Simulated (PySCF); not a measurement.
Isomers of [C4H3O2]- (charge -1), mass 83.013 u with the commonest isotopes. Method: PySCF, PBE0-D3(BJ)/def2-SVP geometry optimisation, gas phase. One conformer each, none proved a minimum here; rigid rotors. The geometries of the anions come from a basis without diffuse functions.

Question: Order these by rotational constant C, smallest first.
A. `CC#CC(=O)[O-]`
B. `C=C=CC(=O)[O-]`
C. `[O-]C1=CC=CO1`
D. `[CH:1]#[C:2][CH2:3][C:4](=[O:5])[O-:6]` (charge -1) with C2–C3–C4–O5 92°
E. `[O:1]=[C:2]([O-:3])[CH:4]1[CH:5]=[CH:6]1` (charge -1) with O1–C2–C4–C5 -152°

Answer: A (1549 MHz), B (1834 MHz), D (2101 MHz), E (2542 MHz), C (2749 MHz).

Question: Order these by radius of gyration √(Σ m r²/M), smallest first.
A. `C=C=CC(=O)[O-]`
B. `[CH:1]#[C:2][CH2:3][C:4](=[O:5])[O-:6]` (charge -1) with C2–C3–C4–O5 92°
C. `[O:1]=[C:2]([O-:3])[CH:4]1[CH:5]=[CH:6]1` (charge -1) with O1–C2–C4–C5 -152°
D. `CC#CC(=O)[O-]`
E. `[O-]c1ccco1`

Answer: E (1.488 Å), C (1.605 Å), B (1.779 Å), A (1.834 Å), D (1.987 Å).

Question: Order these by out-of-plane moment Σ m c² = (Ia + Ib − Ic)/2, smallest first.
A. `[O:1]=[C:2]([O-:3])[CH:4]1[CH:5]=[CH:6]1` (charge -1) with O1–C2–C4–C5 -152°
B. `C=C=CC(=O)[O-]`
C. `CC#CC(=O)[O-]`
D. `[CH:1]#[C:2][CH2:3][C:4](=[O:5])[O-:6]` (charge -1) with C2–C3–C4–O5 92°
E. `[O-]C1=CC=CO1`

Answer: E (0.00 u·Å²), C (1.58 u·Å²), B (3.60 u·Å²), A (15.12 u·Å²), D (22.20 u·Å²).

| SMILES | point group | Ia (u·Å²) | Ib (u·Å²) | Ic (u·Å²) | κ | μa (D) | μb (D) | μc (D) |
| --- | --- | --- | --- | --- | --- | --- | --- | --- |
| C=C=CC(=O)[O-] | C1 | 49.95 | 232.78 | 275.54 | -0.92 | 4.52 | 1.55 | 0.35 |
| C#CCC(=O)[O-] | – | 64.78 | 220.12 | 240.49 | -0.93 | 4.03 | 0.10 | 1.63 |
| O=C([O-])C1C=C1 | – | 58.81 | 170.24 | 198.81 | -0.86 | 5.40 | 0.90 | 0.02 |
| [O-]c1ccco1 | Cs | 55.15 | 128.72 | 183.87 | -0.63 | 3.25 | 0.10 | 0.00 |
| CC#CC(=O)[O-] | – | 44.05 | 285.38 | 326.27 | -0.96 | 6.47 | 0.01 | 0.02 |
